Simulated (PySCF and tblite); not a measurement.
Results of a calculation; reference values are marked as such.
C₅H₁₃N, numbered as in [CH3:1][CH2:2][CH2:3][N:4]([CH3:5])[CH3:6].

Conformers came from 90 starts (ETKDG and KDG, MMFF94s, GFN2-xTB); geometries are PBE0-D3(BJ)/def2-SVP. Weights use PBE0-D3(BJ)/def2-TZVP (IEF-PCM, chloroform) energies plus GFN2-xTB zero-point and thermal terms (modes under about 100 cm⁻¹ blended into free rotors). Symmetry numbers and mirror images are counted. Conformers within 3 kcal/mol (GFN2-xTB free energy) were kept, 8 at most. Run with PySCF (density fitting) and tblite.

An NOE distance is ⟨r⁻⁶⟩^(−1/6) over all pairs of like atoms and, for the average, over conformers.

Torsions listed: C1–C2–C3–N4, C2–C3–N4–C5. Of a mirror pair one member is shown.

| conformer | shape | weight % |
| --- | --- | --- |
| 1 | -173°, 165° | 49.5 |
| 2 | -57°, 165° | 46.3 |
| 3 | 180°, -67° | 3.3 |
| 4 | 97°, 171° | 0.7 |

Not shown: 1 more, 0.2 % in all.

**Question.** Which H–H contacts under 3.5 Å would NOEs report (pairs on one atom left out) at 298.15 K?

**Answer.** 
```
        pair  in 1 (Å)  in 2 (Å)  in 3 (Å)  in 4 (Å)  average (Å)
   H2 ··· H3      2.69      2.54      2.70      2.57         2.61
   H1 ··· H2      2.63      2.64      2.63      2.63         2.64
H3 ··· H5/H6      2.90      2.90      3.00      2.91         2.91
   H1 ··· H3      2.90      3.23      2.90      3.08         3.02
H2 ··· H5/H6      3.07      3.15      3.03      3.46         3.11
```

Longer pairs under the limit may be missing.

**Question.** In a model where alignment follows shape alone (order matrix 0.002 × (3G/tr G − 1)/2, G the second moments of the atom positions; splitting J + 2D), what are the one-bond C–H dipolar couplings D?

**Answer.** H1 1.7 Hz (5.0 in conformer 1), H2 8.6 Hz (12.8 in conformer 1), H3 9.8 Hz (12.1 in conformer 1), H5/H6 0.4 Hz (0.3 in conformer 1).

Thermal terms of a conformer that GFN2-xTB lacks, or places elsewhere, come from the nearest GFN2-xTB minimum; such a conformer stays in the set even outside the window.
